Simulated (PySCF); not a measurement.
PySCF input:

```python
from pyscf import gto, scf, dft

mol = gto.M(
    atom='''
    C    -0.12186025   -1.69074357    0.02215318
    C     0.54218933   -0.56026688    0.01153545
    C    -0.07823455    0.72517373   -0.01044128
    H     0.10845327   -2.74335182    0.03814959
    H     1.63433789   -0.55645278    0.01934692
    N    -0.54219405    1.77926070   -0.02814008
    ''',
    basis='def2-tzvpd',
    charge=0,
    spin=1,
    verbose=4,
)

mf = dft.UKS(mol, xc='mn15').density_fit(auxbasis='def2-universal-jkfit')
mf.grids.level = 4
mf.conv_tol = 1e-9
mf.max_cycle = 100
mf.max_memory = 1500
mf.kernel()
if not mf.converged:
    mf = mf.newton()
    mf.kernel(mf.make_rdm1())
for _ in range(2):
    mo, _, stable, _ = mf.stability(return_status=True)
    if stable:
        break
    mf.kernel(mf.make_rdm1(mo, mf.mo_occ))
mf.analyze()
```

Problem. Which total energy does the run end on?

Solution. -169.99326 Eh (MN15/def2-TZVPD).

It need not be the lowest isomer of its formula.
